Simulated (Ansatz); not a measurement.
Process, species as SMILES: [CH]=CF → [CH-]=CF (an electron is taken up)
B3LYP-D3(BJ)/def2-TZVP geometries, fixed; electronic energies without zero-point terms; positive where energy is released.
Largest species:
```xyz
5

C      0.0300     0.3889     0.0008
C      1.2398    -0.0873    -0.0066
F     -1.0719    -0.3912     0.0045
H     -0.2254     1.4461     0.0047
H      2.2534     0.2654    -0.0109
```
Charge 0, spin multiplicity 2.

Basis-set convergence of the adiabatic electron affinity at PBE with Ansatz (a quantum-chemistry and plane-wave program). Cartesian d functions, on some or all atoms, in 6-31G*, 6-31+G*; all else is spherical. Open shells are unrestricted. No added dispersion term, no relativity. Functions are those of the species that has most. Reference: the value in aug-pcseg-3, 1.489 eV, itself unsure by roughly 0.016 eV (its mean distance from aug-cc-pVQZ, def2-QZVPPD). Deviations are taken from unrounded values.

```json
[
 {"basis": "6-31G*", "functions": "49", "adiabatic electron affinity (eV)": "0.454"},
 {"basis": "6-31+G*", "functions": "61", "adiabatic electron affinity (eV)": "1.473"},
 {"basis": "cc-pVDZ", "functions": "52", "adiabatic electron affinity (eV)": "0.742"},
 {"basis": "aug-cc-pVDZ", "functions": "87", "adiabatic electron affinity (eV)": "1.532"},
 {"basis": "def2-SVP", "functions": "52", "adiabatic electron affinity (eV)": "0.772"},
 {"basis": "def2-SVPD", "functions": "79", "adiabatic electron affinity (eV)": "1.385"},
 {"basis": "pcseg-1", "functions": "52", "adiabatic electron affinity (eV)": "1.074"},
 {"basis": "aug-pcseg-1", "functions": "87", "adiabatic electron affinity (eV)": "1.558"},
 {"basis": "6-311G**", "functions": "66", "adiabatic electron affinity (eV)": "0.944"},
 {"basis": "6-311+G**", "functions": "78", "adiabatic electron affinity (eV)": "1.513"},
 {"basis": "def2-TZVP", "functions": "105", "adiabatic electron affinity (eV)": "1.265"},
 {"basis": "def2-TZVPD", "functions": "132", "adiabatic electron affinity (eV)": "1.437"},
 {"basis": "cc-pVTZ", "functions": "118", "adiabatic electron affinity (eV)": "1.113"},
 {"basis": "aug-cc-pVTZ", "functions": "184", "adiabatic electron affinity (eV)": "1.491"},
 {"basis": "pcseg-2", "functions": "118", "adiabatic electron affinity (eV)": "1.355"},
 {"basis": "aug-pcseg-2", "functions": "184", "adiabatic electron affinity (eV)": "1.492"},
 {"basis": "def2-TZVPP", "functions": "121", "adiabatic electron affinity (eV)": "1.267"},
 {"basis": "def2-TZVPPD", "functions": "148", "adiabatic electron affinity (eV)": "1.435"},
 {"basis": "cc-pVQZ", "functions": "225", "adiabatic electron affinity (eV)": "1.275"},
 {"basis": "aug-cc-pVQZ", "functions": "332", "adiabatic electron affinity (eV)": "1.488"},
 {"basis": "def2-QZVPP", "functions": "231", "adiabatic electron affinity (eV)": "1.385"},
 {"basis": "def2-QZVPPD", "functions": "258", "adiabatic electron affinity (eV)": "1.459"},
 {"basis": "pcseg-3", "functions": "246", "adiabatic electron affinity (eV)": "1.459"},
 {"basis": "aug-pcseg-3", "functions": "353", "adiabatic electron affinity (eV)": "1.489"}
]
```

What the diffuse functions change, pair by pair:
- 6-31G* to 6-31+G*: 12 more functions, deviation -1.036 to -0.016 eV
- cc-pVDZ to aug-cc-pVDZ: 35 more functions, deviation -0.748 to 0.043 eV
- def2-SVP to def2-SVPD: 27 more functions, deviation -0.717 to -0.104 eV
- pcseg-1 to aug-pcseg-1: 35 more functions, deviation -0.416 to 0.069 eV
- 6-311G** to 6-311+G**: 12 more functions, deviation -0.545 to 0.023 eV
- def2-TZVP to def2-TZVPD: 27 more functions, deviation -0.224 to -0.053 eV
- cc-pVTZ to aug-cc-pVTZ: 66 more functions, deviation -0.377 to 0.002 eV
- pcseg-2 to aug-pcseg-2: 66 more functions, deviation -0.134 to 0.003 eV
- def2-TZVPP to def2-TZVPPD: 27 more functions, deviation -0.223 to -0.055 eV
- cc-pVQZ to aug-cc-pVQZ: 107 more functions, deviation -0.214 to -0.002 eV
- def2-QZVPP to def2-QZVPPD: 27 more functions, deviation -0.104 to -0.030 eV
- pcseg-3 to aug-pcseg-3: 107 more functions, deviation -0.031 to 0.000 eV

Leaving out the reference's own pair, they bring the value nearer the reference by more than 0.016 eV in 11 of 11 pairs.
